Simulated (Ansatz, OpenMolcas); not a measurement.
## A ladder of methods for BH2O (SMILES [BH]O)

BH2O has 4 atoms, charge 0, and is taken as a doublet. SMILES: `[BH]O`. The shape is that of a PBE0-D4/def2-TZVP optimisation.

```xyz
4

B    -0.0061   -0.4855    0.3883
O     0.1197    0.5445   -0.4486
H    -1.0642   -1.0324    0.5403
H     1.0061    0.9132   -0.5003
```

Quantity: the vertical ionisation energy (to the singlet cation), in eV. The values are calculated.

```tsv
level	kind	program	value (eV)	less CCSD(T)/cc-pVTZ	CPU time (all runs)
USVWN5/cc-pVTZ	LDA	Ansatz	8.33	+0.06	4 s
UPBE/cc-pVTZ	GGA	Ansatz	8.35	+0.08	6 s
U-r2SCAN/cc-pVTZ	meta-GGA	OpenMolcas	8.52	+0.25	73 s
UM06-2X/cc-pVTZ	hybrid meta-GGA	OpenMolcas	8.46	+0.19	81 s
UHSE06/cc-pVTZ	range-separated hybrid	Ansatz	8.48	+0.21	7.3 s
UPBE-QIDH/cc-pVTZ	double hybrid	Ansatz	8.47	+0.20	8.8 s
UMP2/cc-pVTZ	perturbation theory	Ansatz	8.22	-0.05	3.1 s
CASSCF(11,10)/cc-pVTZ	multireference	OpenMolcas	7.42	-0.85	37 s
UCCSD(T)/cc-pVTZ	coupled cluster or CI	Ansatz	8.27	0.00	30 s
FCI/STO-3G	exact in the basis	Ansatz	5.26	-3.01	0.69 s
```

UCCSD(T)/cc-pVTZ is the highest level here, not the true value. The values span 5.26 to 8.52 eV. High-level rows in very small sets aren't better than simpler rows in larger ones. CPU times are rough (shared hosts, several kinds of processor and program).
